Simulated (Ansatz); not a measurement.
**singlet AlNH3O+ at 6 levels**

We compute a comparison of 6 runs (HF/def2-SVPD, B3LYP/def2-SVPD, PBE-QIDH/def2-SVPD, r2SCAN0/def2-SVPD, wB97M-V/def2-SVPD, wB97X/def2-SVPD) of singlet AlNH3O+. 

The calculation is run with Ansatz 0.2.0.

77 further runs of the same task are left out: 77 set aside as unsound or not needed.

## 1. Starting point

AlNH3O+ has 6 atoms, charge +1, and is taken as a singlet. SMILES of the parent species: `[NH2][Al][OH]`. The coordinates come from a PBE0-D4/def2-TZVP relaxation. This is one conformer, not always the lowest. That shape belongs to the parent species and isn't relaxed for this state.

Bond lengths: N1–Al2 1.769 Å, Al2–O3 1.705 Å, N1–H4 1.009 Å, N1–H5 1.006 Å, O3–H6 0.956 Å. Angles: N1–Al2–O3 116.1°, Al2–N1–H4 124.1°, Al2–N1–H5 125.0°, Al2–O3–H6 122.8°, H4–N1–H5 110.9°.

## 2. A single-point energy at HF/def2-SVPD (run 1)

molecule.yaml

```yaml
crystal:
  periodic: [false, false, false]
  atoms:
    - {symbol: "N", position_ang: [-0.923900, 0.240200, -0.760800]}
    - {symbol: Al, position_ang: [0.595200, 0.601300, 0.070700]}
    - {symbol: O, position_ang: [1.194100, -0.618500, 1.101200]}
    - {symbol: H, position_ang: [-1.434300, -0.623600, -0.657200]}
    - {symbol: H, position_ang: [-1.394700, 0.861600, -1.396800]}
    - {symbol: H, position_ang: [2.005700, -0.525100, 1.596800]}
basis:
  gaussian:
    orbitals: def2-SVPD
total_charge: 1
hamiltonian:
  xc: hf
accuracy: high
output: {orbitals: {seedname: orbitals}}
```

Command:

```console
$ ansatz run molecule.yaml --threads 1 --pin off --max-ram 3480MiB --events-out events.jsonl --progress --plain --runs-dir runs
```

What it wrote:

```text
Warning: RAYON_NUM_THREADS=1 ignored (pool sized by the plan → 1); use --threads N
Functional definition: HF
  name "HF"
  exchange = exact_x
  correlation = 0
1783 factors; integrals over basis functions are off by at most 3.5e-9 eV
mean field evaluation 1: about -10128.3583 eV, gradient 7.3e1 eV
mean field evaluation 2: about -10128.3637 eV, gradient 7.3e1 eV
mean field evaluation 4: about -10138.5441 eV, gradient 4.5e0 eV
mean field evaluation 8: about -10138.5990 eV, gradient 3.5e-1 eV
mean field -10138.59992598 eV, -372.5866750901 hartree, gradient 7.0e-8 eV, S^2 0.000000; 0 other end points of the search recorded, 0 dependent functions left out
reference -10138.59992598 eV, -372.5866750901 hartree; 15, 15 occupied and 76, 76 virtual orbitals, 1783 factors
Total energy: -10138.59992598 eV, -372.5866750901 hartree
```

Run time: 2.2 s. Hardware: 1 thread of Arm Neoverse V1, shared host; peak memory 0.21 GiB.

## 3. A single-point energy at B3LYP/def2-SVPD (run 2)

run.yaml

```yaml
basis:
  gaussian:
    orbitals: def2-SVPD
crystal:
  periodic: [false, false, false]
  atoms:
    - symbol: N
      position_ang: [-0.923900, 0.240200, -0.760800]
    - symbol: Al
      position_ang: [0.595200, 0.601300, 0.070700]
    - symbol: O
      position_ang: [1.194100, -0.618500, 1.101200]
    - symbol: H
      position_ang: [-1.434300, -0.623600, -0.657200]
    - symbol: H
      position_ang: [-1.394700, 0.861600, -1.396800]
    - symbol: H
      position_ang: [2.005700, -0.525100, 1.596800]
total_charge: 1
hamiltonian:
  xc: {name: B3LYP}
accuracy: high
output: {orbitals: {seedname: orbitals}}
```

Command:

```console
$ ansatz run run.yaml --threads 1 --pin off --max-ram 3480MiB --events-out events.jsonl --progress --plain --runs-dir runs
```

What it wrote:

```text
Warning: RAYON_NUM_THREADS=1 ignored (pool sized by the plan → 1); use --threads N
Functional definition: B3LYP
  name "B3LYP"
  parameter a0 = 0.2
  parameter ax = 0.72
  parameter ac = 0.81
  exchange = (1 - a0 - ax)*slater_x + ax*b88_x + a0*exact_x
  correlation = (1 - ac)*vwn_rpa_c + ac*lyp_c
1783 factors; integrals over basis functions are off by at most 3.5e-9 eV
mean field evaluation 1: about -10144.1961 eV, gradient 1.2e2 eV
mean field evaluation 2: about -10010.9240 eV, gradient 2.3e2 eV
mean field evaluation 4: about -10169.8711 eV, gradient 3.6e1 eV
mean field evaluation 8: about -10172.3222 eV, gradient 2.5e-1 eV
mean field evaluation 16: about -10172.3224 eV, gradient 2.9e-6 eV
mean field -10172.32236243 eV, -373.8259517717 hartree, gradient 1.2e-8 eV, S^2 0.000000; 0 other end points of the search recorded, 0 dependent functions left out
reference -10172.32240055 eV, -373.8259531724 hartree; 15, 15 occupied and 76, 76 virtual orbitals, 1783 factors
Total energy: -10172.32240055 eV, -373.8259531724 hartree
```

Run time: 5.4 s. Hardware: 1 thread of Arm Neoverse V1, shared host; peak memory 0.25 GiB.

Runs 3 to 5 aren't shown in full; the table further down has their settings and results.

## 4. The energy at wB97X/def2-SVPD (run 6)

job.yaml

```yaml
crystal:
  periodic: [false, false, false]
  atoms:
    - {symbol: N, position_ang: [-0.923900, 0.240200, -0.760800]}
    - {symbol: Al, position_ang: [0.595200, 0.601300, 0.070700]}
    - {symbol: O, position_ang: [1.194100, -0.618500, 1.101200]}
    - {symbol: H, position_ang: [-1.434300, -0.623600, -0.657200]}
    - {symbol: H, position_ang: [-1.394700, 0.861600, -1.396800]}
    - {symbol: H, position_ang: [2.005700, -0.525100, 1.596800]}
basis:
  gaussian:
    orbitals: def2-SVPD
total_charge: 1
hamiltonian:
  xc: {name: wB97X}
accuracy: high
output:
  orbitals: {seedname: orbitals}
```

Command:

```console
$ ansatz run job.yaml --threads 1 --pin off --max-ram 3480MiB --events-out events.jsonl --progress --plain --runs-dir runs
```

What it wrote:

```text
Warning: RAYON_NUM_THREADS=1 ignored (pool sized by the plan → 1); use --threads N
Functional definition: wB97X
  name "wB97X"
  parameter omega = 0.3/bohr
  parameter cx = 0.157706
  parameter cx1 = 0.726479
  parameter cx2 = 1.04760
  parameter cx3 = -5.70635
  parameter cx4 = 13.2794
  parameter css1 = -4.33879
  parameter css2 = 18.2308
  parameter css3 = -31.7430
  parameter css4 = 17.2901
  parameter cos1 = 2.37031
  parameter cos2 = -11.3995
  parameter cos3 = 6.58405
  parameter cos4 = -3.78132
  exchange = spin_sum(e_x_unif_sr(omega)*poly(b97_u_x, 1 - cx, cx1, cx2, cx3, cx4)) + cx*exact_x_sr(omega)
      + exact_x_lr(omega)
  correlation = spin_sum(e_c_pw_same_spin*poly(b97_u_same, 1, css1, css2, css3, css4))
      + integral(e_c_pw_opposite_spin*poly(b97_u_opposite, 1, cos1, cos2, cos3, cos4))
1783 factors; integrals over basis functions are off by at most 3.5e-9 eV
429 factors; integrals over basis functions are off by at most 1.3e-9 eV
mean field evaluation 1: about -10152.1116 eV, gradient 9.9e1 eV
mean field evaluation 2: about -10135.2092 eV, gradient 1.3e2 eV
mean field evaluation 4: about -10170.4511 eV, gradient 8.1e0 eV
mean field evaluation 8: about -10170.5780 eV, gradient 2.1e-1 eV
mean field evaluation 16: about -10170.5782 eV, gradient 3.5e-5 eV
mean field -10170.57817841 eV, -373.7618541911 hartree, gradient 4.6e-8 eV, S^2 0.000000; 0 other end points of the search recorded, 0 dependent functions left out
reference -10170.57817449 eV, -373.7618540468 hartree; 15, 15 occupied and 76, 76 virtual orbitals, 1783 factors
Total energy: -10170.57817449 eV, -373.7618540468 hartree
```

Wall time 21 s (1 thread of Arm Neoverse V1, shared host); peak memory 0.43 GiB.

## 5. All runs side by side

```csv
run,level,frozen core orbitals,energy (Eh),HOMO energy (eV),LUMO energy (eV),HOMO–LUMO gap (eV),wall time
1,HF/def2-SVPD,–,-372.586675,-16.66,-7.29,9.38,2.2 s
2,B3LYP/def2-SVPD,–,-373.825953,-13.09,-10.41,2.68,5.4 s
3,PBE-QIDH/def2-SVPD,7,-373.407722,-15.53,-8.48,7.05,8.7 s
4,r2SCAN0/def2-SVPD,–,-373.681165,-13.49,-9.81,3.68,12 s
5,wB97M-V/def2-SVPD,–,-373.746191,-15.72,-8.21,7.51,59 s
6,wB97X/def2-SVPD,–,-373.761854,-15.78,-7.85,7.93,21 s
```

## 6. Summary of results

| quantity | value |
| --- | --- |
| run 6: total energy | -373.76185 Eh |
| run 6: HOMO energy | -15.78 eV |
| run 6: LUMO energy | -7.85 eV |
| run 6: HOMO–LUMO gap | 7.93 eV |

The HOMO–LUMO gap runs from 2.68 eV (B3LYP/def2-SVPD) to 9.38 eV (HF/def2-SVPD). Exact exchange widens orbital gaps. Totals of different functionals can't be ranked against each other. All runs together took 1.8 min, the longest 59 s.
